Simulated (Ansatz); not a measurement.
## HN–SH⁺, singlet: reading a ladder of total energies

Geometry: that of the HN–SH, doublet, kept fixed.

| atom | x (Å) | y (Å) | z (Å) |
| --- | --- | --- | --- |
| N | 0.0000 | -0.1878 | 1.0997 |
| S | 0.0000 | 0.0962 | -0.5000 |
| H | 0.0000 | 0.7404 | 1.5312 |
| H | 0.0000 | -1.1895 | -0.9067 |

Basis cc-pVDZ; Ansatz 0.2.0. Correlated methods freeze the noble-gas cores, which leaves 12 electrons in 36 orbitals. Prefix R: restricted or restricted open-shell reference.

Full CI isn't at hand for all of this; RCCSDT(Q) serves as the reference, and is uncertain by about the last step of the cluster series.

Runs differ by some tens of microhartree through their thresholds, so steps under 0.03 kcal/mol mean nothing.

| level | total energy (hartree) |
| --- | --- |
| RHF | -452.763932 |
| RMP2 | -453.067006 |
| RCCSD | -453.093217 |
| RCCSD(T) | -453.108183 |
| RCCSDT | -453.108620 |
| RCCSDT(Q) | -453.110348 |

**Question.** What is the correlation energy at RCCSDT(Q), and what share of it do RMP2 and RCCSD(T) recover?

**Answer.** E(corr) = -453.110348 − (-452.763932) = -0.346416 hartree = -9.426 eV. RMP2: -0.303074 / -0.346416 = 87.49 %. RCCSD(T): -0.344251 / -0.346416 = 99.38 %.

**Question.** By how many kcal/mol does RCCSD(T) miss RCCSDT(Q) (1 hartree = 627.509 kcal/mol), and which steps make up the rest?

**Answer.** -453.108183 − (-453.110348) = 0.002165 hartree = 1.36 kcal/mol. Steps: RCCSDT − RCCSD(T) = -0.27, RCCSDT(Q) − RCCSDT = -1.08 kcal/mol. With more than one leading determinant such errors change with state and geometry, and needn't cancel in differences.
